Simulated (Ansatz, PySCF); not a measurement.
System: AlF$_{3}$ (charge 0, singlet). 
Geometry from a B3LYP-D3(BJ)/def2-TZVP (Ansatz, an electronic-structure program) optimisation:
SMILES: [F][Al]([F])[F]
```xyz
4

Al     0.0000     0.0000     0.0000
F     -0.0003     1.6340     0.0254
F      1.4150    -0.8162    -0.0451
F     -1.4147    -0.8178     0.0197
```

PBE beside other levels, property by property. Cores are frozen in the correlated levels unless marked. Open shells are spin-unrestricted. No spin-orbit coupling. Non-relativistic. CBS marks a two-point X^-3 extrapolation of the correlation energy; Hartree-Fock from the larger set. Rows marked 298 K are enthalpies with B3LYP-D3(BJ) harmonic zero-point and thermal terms from PySCF. Enthalpies of formation rest on the atoms' values in the G2/97 table (older ones for B and Si), with no core term in the frozen-core levels. The coupled-cluster column (Ansatz) is a level with limits of its own: CCSD(T)/CBS(cc-pV(T+d)Z,cc-pV(Q+d)Z).

| property | PBE/def2-TZVPD (Ansatz) | r2SCAN/def2-TZVPD (Ansatz) | CCSD(T)/cc-pV(D+d)Z (Ansatz) | CCSD(T)/cc-pV(T+d)Z (Ansatz) | coupled cluster | measured |
|---|---|---|---|---|---|---|
| Al-F bond dissociation enthalpy, 298 K, to [F][Al][F] + F atom (kcal/mol) | 151.0 | 150.7 | 140.7 | 152.1 | 157.2 | - |
| enthalpy of formation at 298 K by atomisation (kcal/mol) | -286.9 | -286.2 | -241.5 | -275.7 | -293.3 | -289.0 |

Measured values: G2/97 table in ASE (Curtiss et al.); they hold spin-orbit effects, which all levels lack, and core correlation, which the frozen-core levels lack. This is an older compilation, not checked against later work.

As the rows show:
- Al-F bond dissociation enthalpy, 298 K, to [F][Al][F] + F atom: PBE lies 6.2 kcal/mol below coupled cluster.
- enthalpy of formation at 298 K by atomisation: PBE lies 2.1 kcal/mol above the measured value.
